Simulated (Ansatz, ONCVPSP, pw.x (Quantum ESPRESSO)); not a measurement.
# pw.x on bcc C: one setting changed

Potential: optimised norm-conserving Vanderbilt (ONCV), ONCVPSP 4.0.1.1 (patched build), PBEsol; core [He], reference 2s1.5 2p2.5; waves: 2s: rc 0.95 bohr, ncon 3, nbas 7, qcut 8.4 1/bohr, 1 projector; 2p: rc 2.15 bohr, ncon 4, nbas 8, qcut 6.2 1/bohr, 2 projectors, debl 0.9 Ha; local part: polynomial inside 0.75 bohr (lpopt 5, dvloc0 0 Ha); core correction: Teter function, fcfact 5.25, rcfact 1.2.

The reference run (k-mesh 18³, cutoffs 65/260 Ry, Fermi–Dirac 0.01 Ry, mixing_beta 0.4, conv_thr 1e-9, no spin) gives 2.59 GPa at 6.314 Å³/atom, where all-electron LAPW gives 4.37 GPa. This run, with its own iteration cap, changes k-mesh points per axis to 20.

```
&control
  calculation='scf', prefix='x', pseudo_dir='./', outdir='./tmp', tstress=.true., disk_io='none'
/
&system
  ibrav=0, nat=1, ntyp=1, ecutwfc=65, ecutrho=260, nbnd=9,
  occupations='smearing', smearing='fd', degauss=0.01
/
&electrons
  conv_thr=1e-09, mixing_beta=0.4, electron_maxstep=60
/
ATOMIC_SPECIES
C 1.0 C.UPF
CELL_PARAMETERS angstrom
  -1.16434459 1.16434459 1.16434459
  1.16434459 -1.16434459 1.16434459
  1.16434459 1.16434459 -1.16434459
ATOMIC_POSITIONS crystal
C 0.0000 0.0000 0.0000
K_POINTS automatic
20 20 20 0 0 0
```

```bash
pw.x < C.scf.in > C.scf.out
```

Q: How does the run end?

A: It converges in 5 iterations; the free energy moves by -2.1 meV/atom and the pressure by -0.24 GPa.

```
Message from routine setup:
     using ibrav=0 with symmetry is DISCOURAGED, use correct ibrav instead
     lattice parameter (alat)  =       3.8110  a.u.
     unit-cell volume          =      42.6090 (a.u.)^3
     number of electrons       =         4.00
     number of Kohn-Sham states=            9
     kinetic-energy cutoff     =      65.0000  Ry
     charge density cutoff     =     260.0000  Ry
     scf convergence threshold =      1.0E-09
     Exchange-correlation= PBESOL
     number of k points=   256  Fermi-Dirac smearing, width (Ry)=  0.0100
     iteration #  1     ecut=    65.00 Ry     beta= 0.40
     total energy              =     -11.35027361 Ry
     estimated scf accuracy    <       0.00094317 Ry
     iteration #  2     ecut=    65.00 Ry     beta= 0.40
     total energy              =     -11.35032600 Ry
     estimated scf accuracy    <       0.00033074 Ry
     iteration #  3     ecut=    65.00 Ry     beta= 0.40
     total energy              =     -11.35033347 Ry
     estimated scf accuracy    <       0.00000269 Ry
     iteration #  4     ecut=    65.00 Ry     beta= 0.40
     total energy              =     -11.35033364 Ry
     estimated scf accuracy    <          6.7E-09 Ry
     iteration #  5     ecut=    65.00 Ry     beta= 0.40
     the Fermi energy is    12.6598 ev
!    total energy              =     -11.35033364 Ry
     estimated scf accuracy    <          2.9E-10 Ry
     smearing contrib. (-TS)   =      -0.00151789 Ry
     The total energy is F=E-TS. E is the sum of the following terms:
     one-electron contribution =       5.27237923 Ry
     hartree contribution      =       0.26463970 Ry
     xc contribution           =      -3.65401706 Ry
     ewald contribution        =     -13.23181761 Ry
     convergence has been achieved in   5 iterations
          total   stress  (Ry/bohr**3)                   (kbar)     P=       23.45
     Message from routine punch:
     Nothing written, as per user request (disk_io='none')
```

The run took about 4.8 s on one core of a shared host (Neoverse-V1, 32 threads, 247 GiB, load 17).
